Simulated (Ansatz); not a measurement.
Compare A (`O=C1OCS1`) with its isomer B (`S=C1OCO1`).

Computed with Ansatz on PBE0-D4/def2-TZVP structures; ΔE is electronic, products minus reactants. CBS: MP2 limit from def2 TZ/QZ plus the TZ coupled-cluster correction, frozen cores. DFT in def2-TZVPP. B3LYP here is the variant with VWN-RPA as its local correlation; programs differ in this.

Task: Which is lower in electronic energy at CCSD(T)/CBS, and by how much? (Best estimate.)

Result: Ansatz gave: A, by 19.5 kcal/mol.

Task: Give E(B) − E(A) in kcal/mol with LDA (SPW92), B3LYP, ωB97M-V, CCSD(T)/def2-SVP, BLYP-D4, PBE0-D4, B3LYP-D4. (Best estimate.)

Result: The calculation gave: LDA (SPW92) 18.4, B3LYP 19.0, ωB97M-V 19.0, CCSD(T)/def2-SVP 18.5, BLYP-D4 19.8, PBE0-D4 19.6, B3LYP-D4 19.5. None reverses the order clearly.

Task: Does the order hold for the free energy at 298.15 K (harmonic terms from PBE0-D4)? (Estimate.)

Result: The calculation gave: Yes: G(B) − G(A) = +20.3 kcal/mol.

Largest T1 diagnostic: 0.017.

Leaving LDA and LC-ωPBE aside and taking each functional with its dispersion term where it has one, the values, not all of them listed here, spread over 1.8 kcal/mol, from B97M-V to revPBE-D4. LDA lies −1.2 kcal/mol from PBE without D4. At CCSD(T), def2-SVP lies −1.1 kcal/mol from the extrapolated value and def2-TZVPP −0.8 kcal/mol.
